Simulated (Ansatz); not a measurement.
**GaH4⁺, triplet: vertical spin and charge gaps**

Geometry (PBE0/def2-TZVP stationary point for this spin, not checked as a minimum):

```xyz
5

Ga    0.0000    0.0000    0.0000
H     0.6525    0.6641    1.3539
H    -0.6625   -0.6541    1.3539
H    -0.6541    0.6525   -1.3587
H     0.6641   -0.6625   -1.3490
```

Basis cc-pVTZ; Ansatz 0.2.0. Only valence electrons are correlated (noble-gas cores and the filled d shells of p-block atoms frozen). R marks a restricted (for open shells ROHF) determinant, U an unrestricted one. Active spaces: valence = (6e, 8o) chosen from the atoms' valence shells. No spin–orbit coupling is included, and no scalar relativity.

Gaps are energies of the second state less the first, at fixed atoms, for a selection of the levels run; each method lands on the state that its own search finds for that charge and spin.

Coupled cluster chose its determinant by trial CCSD, here up to 0.05 eV above the lowest Hartree–Fock solution of its kind, and MP2 stands on that determinant too.

Quintet less triplet: 7.377 eV at UCCSDT(Q).

```tsv
level	gap (eV)	error (meV)
UMP2	7.317	-60
UCCSD	7.412	35
UCCSD(T)	7.383	6
BCCD(T)	7.394	17
UCCSDT	7.379	2
CASSCF (valence space)	7.120	-257
NEVPT2 (valence space)	7.301	-76
MRCISD (valence space)	7.395	18
MRCISD+Q (valence space)	7.403	26
PBE	7.039	-338
r2SCAN	7.122	-255
PBE0	7.188	-189
B3LYP	7.296	-81
wB97M-V	7.578	201
B2PLYP	7.360	-17
PBE-QIDH	7.367	-10
RPA-PBE	7.537	160
```

Functionals correlate the shells that the reference freezes, so part of their error here is the reference's.

Full CI isn't at hand for all of this; UCCSDT(Q) serves as the reference, and is uncertain by about the last step of the cluster series. The frozen core follows each run's orbitals, which can shift R against U totals by a few meV for light atoms and by up to 0.1 eV past Ca.
